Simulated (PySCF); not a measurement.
**LiMg: bond curves at several levels of theory**

One table from this session's results is given with a row withheld; the runs are named, their logs left out.

Program: PySCF 2.14.0. Level of theory: Li cc-pVDZ, Mg cc-pVDZ, no relativity. These are calculated values, not measurements.

The first run:

The job is set up so:

```yaml
atoms: Li, Mg
charge: 0
basis: Li cc-pVDZ, Mg cc-pVDZ
Hamiltonian: no relativity
basis_functions: 32
electrons_treated: 15
masses_in_u: 7.0160, 23.9850
levels: PBE0, PBE, r²SCAN, r²SCAN0, TPSS, B3LYP, LC-ωPBE, HF, MP2, SCS-MP2, CCSD, CCSD(T)
grid: 80 radial by 434 angular points
occupations: held fixed by the projection of orbital angular momentum
dissociation_limit: Li + Mg, each in its ground configuration
starting_distance_in_angstrom: 2.640
values_of_2S_to_try: 1, 3
```

The run is started by

```sh
$ OMP_NUM_THREADS=1 python dia.py task.json out
```

Among the steps run: Set-up; First curve: PBE0; Other states along the same grid; PBE; r²SCAN; r²SCAN0 (hybrid meta-GGA); TPSS; B3LYP; LC-ωPBE (range-separated hybrid); ROHF; MP2 and coupled cluster.

One of the session's tables, all rows but one given; the rest of the session is left out.

It belongs to the step «The curves together». Energy (eV) from each level's lowest point:

```
R (Å)   ROHF  ROHF-MP2  ROHF-SCS-MP2  ROHF-CCSD  ROHF-CCSD(T)
2.665  0.310     0.156         0.157        n/a           n/a
2.789  0.216     0.085         0.087      0.064         0.058
2.913  0.149     0.042         0.043      0.025         0.020
3.006  0.112     0.022         0.023      0.009         0.006
3.099      ?         ?             ?          ?             ?
3.192  0.063     0.003         0.003      0.000         0.000
3.316  0.042     0.000         0.000      0.005         0.007
3.471  0.024     0.003         0.002      0.016         0.022
3.657  0.011     0.011         0.009      0.033         0.042
3.905  0.000     0.023         0.020        n/a           n/a
```

Q: Estimate the row for R (Å) = 3.099 from the others.

Worked estimate for «ROHF». A straight line through the neighbours (3.006, 0.112) and (3.192, 0.063) gives 0.112 + (0.063 − 0.112) × (3.099 − 3.006) / (3.192 − 3.006) = 0.087; a parabola fitted to 4 rows on both sides gives 0.084.

As computed: ROHF: 0.084; ROHF-MP2: 0.009; ROHF-SCS-MP2: 0.010; ROHF-CCSD: 0.001; ROHF-CCSD(T): 0.000. In «ROHF» the line misses by +0.003 and the parabola by 0.000.

To keep in mind: The bond is weak, and basis-set superposition, which was not computed, may be a sizeable part of it.
